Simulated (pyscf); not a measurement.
Single points on ωB97X-D3(BJ)/def2-SVP structures (PySCF, gas phase). Correlated levels are frozen-core, on RHF or UHF. ΔMP2 is the change of the MP2 total energy from the triple- to the quadruple-zeta basis.

SMILES: CCI
```xyz
8

C      0.1185    -0.2511     0.3603
C     -1.0859    -0.9976     0.9039
I     -0.5262    -2.5028     2.3308
H     -0.2156     0.5088    -0.3662
H      0.6687     0.2604     1.1642
H      0.8146    -0.9327    -0.1510
H     -1.6363    -1.5313     0.1186
H     -1.7820    -0.3366     1.4361
```
Charge 0, spin multiplicity 1.

Question: How much does it cost (ΔH, 298 K, CCSD(T)/def2-TZVPP + ΔMP2(QZVPP)) to split H₃C–CH₂–I at its C–I bond into •H₂C–CH₃ + I•?

Answer: C–I to •H₂C–CH₃ + I•: 63.6 kcal/mol. Other isomers of •H₂C–CH₃ were not searched in full and may lie lower. The CCSD(T) − MP2 part came from Ansatz, without density fitting, on the same reference. The frozen core leaves the outer d or s,p core shells of the metals and heavy elements correlated in the MP2 and CC values, and def2-TZVPP describes them poorly, which can shift differences by a few kcal/mol. Left out: the spin-orbit lowering of I, which is large for Br, Se, Te and I. Elements past Kr carry the def2 core potentials, without spin-orbit coupling.
